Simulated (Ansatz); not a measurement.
The input, for Ansatz 0.2.0:

```yaml
crystal:
  periodic: [false, false, false]
  atoms:
    - {symbol: H, position_ang: [-2.096323, 0.059434, 0.000000]}
    - {symbol: H, position_ang: [-1.132323, 0.059434, 0.000000]}
    - {symbol: N, position_ang: [0.198677, 0.059434, 0.000000]}
    - {symbol: H, position_ang: [0.467759, -0.944792, 0.000000]}
basis:
  gaussian: {orbitals: 6-31G}
magnetization: {spin_polarized: false, initial_magnetization: 2}
correlation: {method: fic_mrcisd_q, electrons: outside_noble_gas, active_space: {window: {electrons: 8, orbitals: 7}, shells: [{species: H, l: s, shell: 1}, {species: "N", l: s, shell: 2}, {species: "N", l: p, shell: 2}]}}
```

```sh
$ ansatz run in.yaml --threads 1 --pin off --events-out ev --progress --plain --max-ram 2393MiB
```

The program prints:

```
337 factors; integrals over basis functions are off by at most 2.3e-8 eV
mean field evaluation 1: about -1523.2823 eV, gradient 1.0e1 eV
mean field evaluation 2: about -1523.2819 eV, gradient 1.0e1 eV
mean field evaluation 4: about -1523.8159 eV, gradient 2.0e0 eV
mean field evaluation 8: about -1523.9166 eV, gradient 1.6e-1 eV
mean field -1523.91759174 eV, -56.0029385481 hartree, gradient 6.7e-6 eV, S^2 2.000000; 0 other end points of the search recorded, 0 dependent functions left out
reference -1523.91759174 eV, -56.0029385481 hartree; 6, 4 occupied and 9, 11 virtual orbitals, 337 factors
state -1525.65957534 eV, -56.0669552645 hartree
contracted CI cycle   1: correlation 0.00000000 eV, 0.0000000000 hartree, residual 1.02e1 eV
contracted CI cycle   2: correlation -1.40860028 eV, -0.0517651054 hartree, residual 2.16e0 eV
contracted CI cycle   3: correlation -1.47348000 eV, -0.0541493913 hartree, residual 4.46e-1 eV
contracted CI cycle   4: correlation -1.47640699 eV, -0.0542569561 hartree, residual 1.07e-1 eV
contracted CI cycle   5: correlation -1.47656513 eV, -0.0542627676 hartree, residual 2.33e-2 eV
contracted CI cycle   6: correlation -1.47657327 eV, -0.0542630669 hartree, residual 4.94e-3 eV
contracted CI cycle   7: correlation -1.47657362 eV, -0.0542630796 hartree, residual 1.01e-3 eV
state -1525.65957534 eV, -56.0669552645 hartree; corrected -1527.16970973 eV, -56.1224516797 hartree
Total energy: -1527.16970973 eV, -56.1224516797 hartree
Checks for a lower state left out: starts, orbital_swaps
```

Natural occupations: 1.9946 1.9712 1.9569 1.0018 1.0000 0.0453 0.0302.

For the same geometry and basis full CI lies 14.6 meV lower.

Ran on 1 thread of Arm Neoverse V1, shared host: 1.1 s wall, 0.12 GiB peak host memory.
